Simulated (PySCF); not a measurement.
C4H5Cl.
SMILES with atom numbers: `[CH2:1]=[CH:2]/[CH:3]=[CH:4]\[Cl:5]` (hydrogens: H6, H7 on C1; H8 on C2; H9 on C3; H10 on C4)

Geometry (PBE0-D3(BJ)/def2-SVP, Å), atoms numbered from 1 in this order:
```
atom  x, y, z in Å
C1    -1.3998    0.7488   -0.2874
C2    -0.2136    0.5496    0.3054
C3     0.7710   -0.4026   -0.1689
C4     1.9718   -0.6458    0.3778
Cl5    2.5743    0.1552    1.7816
H6    -2.1144    1.4769    0.1025
H7    -1.6932    0.1896   -1.1813
H8     0.0528    1.1238    1.1986
H9     0.5224   -0.9877   -1.0609
H10    2.6679   -1.3796   -0.0320
```

Method: MP2 and CCSD/aug-cc-pVDZ in PySCF, restricted Hartree–Fock reference, frozen core, non-relativistic, gas phase, PBE0-D3(BJ)/def2-SVP geometry.

E(HF) = -613.86231 Eh.

(1) How large is the problem?

(2) What are the MP2 and CCSD correlation energies?

(3) What is the T1 diagnostic?

(4) How does correlation change the dipole moment?

Results:

(1) 164 basis functions and 46 electrons; 9 orbitals frozen, which leaves o = 14 correlated occupied and v = 141 virtual orbitals. That is o·v = 1974 singles and o·v(o·v + 1)/2 = 1949325 distinct closed-shell doubles amplitudes before symmetry; the costliest CCSD step grows as o²v⁴ = 7.7 × 10^10.

(2) MP2 -0.6982 Eh and CCSD -0.7461 Eh, which gives totals of -614.56051 and -614.60836 Eh. That is 0.725 eV for each correlated electron at CCSD (1959 kJ/mol in all, 0.121 % of the total energy); MP2 gives 93.6 % of the CCSD value.

(3) 0.0113, below the customary warning level of 0.02. It is the norm of the spatial-orbital singles amplitudes over the root of the number of correlated electrons, so the norm is 0.060.

(4) HF gives 1.68 D and CCSD (unrelaxed density) 1.41 D, a change of -0.27 D.

No triples correction and no basis-set extrapolation were made.

The job also held the EOM ionisation roots. Hardware: one thread, Arm Neoverse V1 (aarch64), on a shared host. Cost: 7.6 min of wall time, 2.9 GiB resident at most.

One conformer stands for the species.
